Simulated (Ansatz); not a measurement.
This script for the Python package of Ansatz (0.2.0) starts 2 runs on CS. What input does the engine get in each?

`x2c_cs.py`:
```python
import logging
import sys
import warnings

import ansatz as az
import numpy as np

logging.basicConfig(stream=sys.stdout, format='%(name)s: %(message)s')
logger = logging.getLogger('cs')
logger.setLevel(logging.INFO)


def main() -> None:
    warnings.simplefilter('ignore', az.DeckWarning)

    cs = (
        az.Crystal.molecule()
        .atom('C', (0.8992, 0.0, 0.0))
        .atom('S', (-3.8992, 0.0, 0.0))
    )

    model = cs.calculation()
    model = model.functional('b3lyp', dispersion='d4')
    model = model.forces()
    sets = {'none': 'cc-pVTZ', 'scalar': 'cc-pVTZ-DK'}
    found = {kind: model.basis(gaussian=basis).pseudopotentials(relativity=kind).run(threads=1, backend='cpu').report for kind, basis in sets.items()}
    for kind, each in found.items():
        dipole = 4.803205 * np.linalg.norm(each['charge_distribution']['dipole_moment_e_ang'])
        logger.info(f'{kind:7s} E = {each["free_energy_ev"]:.4f} eV  dipole {dipole:.3f} D  largest force {np.abs(each["forces_ev_ang"]).max():.4f} eV/A')
    logger.info(f'relativity lowers the total energy by {found["none"]["free_energy_ev"] - found["scalar"]["free_energy_ev"]:.3f} eV')


if __name__ == '__main__':
    main()
```

Run 1:
```yaml
crystal:
  periodic: [false, false, false]
  atoms:
    - { symbol: C, position_ang: [0.8992, 0.0, 0.0] }
    - { symbol: S, position_ang: [-3.8992, 0.0, 0.0] }
basis:
  gaussian:
    orbitals: cc-pVTZ
hamiltonian:
  xc: b3lyp
  dispersion: d4
  pseudopotentials:
    relativity: none
output:
  forces: true
```

Run 2, against run 1:
```diff
-    orbitals: cc-pVTZ
+    orbitals: cc-pVTZ-DK
-    relativity: none
+    relativity: scalar
```

Output of `python x2c_cs.py`:
```text
cs: none    E = -11860.7900 eV  dipole 2.620 D  largest force 0.1543 eV/A
cs: scalar  E = -11890.8804 eV  dipole 2.604 D  largest force 0.1540 eV/A
cs: relativity lowers the total energy by 30.090 eV
```

Caveats:
- The input holds a mistake (one atom is pulled far from the rest), so what it prints is no property of CS.
- The geometry is a force-field or estimated start, not a minimum of this method. The basis set changes with the Hamiltonian (a set recontracted for scalar relativity), and most of the change in the total lies in the cores.
- b3lyp holds the VWN-RPA fit, as in Gaussian; the form of ORCA and Turbomole is b3lyp5.
- The whole script took 7.3 s on 1 thread of Arm Neoverse V1, with other jobs on the host, peak memory 0.18 GiB.

(Lines on the test bed's own set-up are left out of the output.)
